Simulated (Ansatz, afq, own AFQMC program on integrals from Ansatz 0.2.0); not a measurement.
## CHSi, quartet in aug-cc-pVDZ, levels against CCSDT(Q)

```xyz
3

Si    0.0000    0.0326    0.6172
C     0.0000   -0.1270   -1.2686
H     0.0000    0.6065   -2.0825
```

Connectivity, by distances: Si–CH.

Basis aug-cc-pVDZ. Only valence electrons are correlated. Ansatz 0.2.0 and our own AFQMC program on the same integrals; the CISD trial comes from CCSD amplitudes, and released means the phaseless constraint is let go. Free AFQMC starts from the CCSD state and is never constrained. Its projection time is finite, and what remains of the start isn't in its error. Error bars are statistical, one sigma.

Determinant: ROHF, the one that the program's search chose, which needn't be the lowest solution. The geometry is a PBE0/def2-TZVP stationary point of this or a neighbouring charge and spin state.

No full CI on the walks' own integrals is used here; CCSDT(Q) serves as the reference and is uncertain by about the last step of the cluster series.

Cautions: lower spins were not checked; the released energies are still falling, so no released level is given (meV from the phaseless value at times in 1/Eh: -2 ± 3 at 0.24, -3 ± 3 at 0.51, -11 ± 3 at 0.99, -13 ± 4 at 1.62, -18 ± 3 at 2.40), though the last usable value meets CCSDT(Q) within the noise.

The T1 diagnostic is 0.0312 and the weight of the determinant in the CISD state is 0.872. The size of the correlated space is 9 electrons in 53 orbitals.

| level | correlation energy (eV) |
| --- | --- |
| MP2 | -4.2694 |
| CCSD | -5.2338 |
| CCSD(T) | -5.4048 |

Problem. Estimate where free-projection AFQMC lies against CCSD(T) on the same integrals.

Solution. 1.07 ± 0.11 kcal/mol below CCSD(T).

Reference: CCSDT(Q), correlation energy -5.454 eV.

| level | E − E(reference) (kcal/mol) | share of correlation (%) |
| --- | --- | --- |
| CCSD(T) | 1.14 | 99.09 |
| CCSDT | 0.23 | 99.82 |
| ph-AFQMC/HF | 1.45 ± 0.56 | 98.84 |
| ph-AFQMC/CISD | 0.39 ± 0.08 | 99.69 |
| free AFQMC | 0.07 ± 0.11 | 99.95 |

Free projections are given only where their last times agree within the noise and don't stop above the reference; a slow remainder of the start can still hide under it. A walk keeps the symmetry of its determinant, which the program's search chose and which needn't be the lowest solution, so a lower state of the same spin and another symmetry isn't excluded.
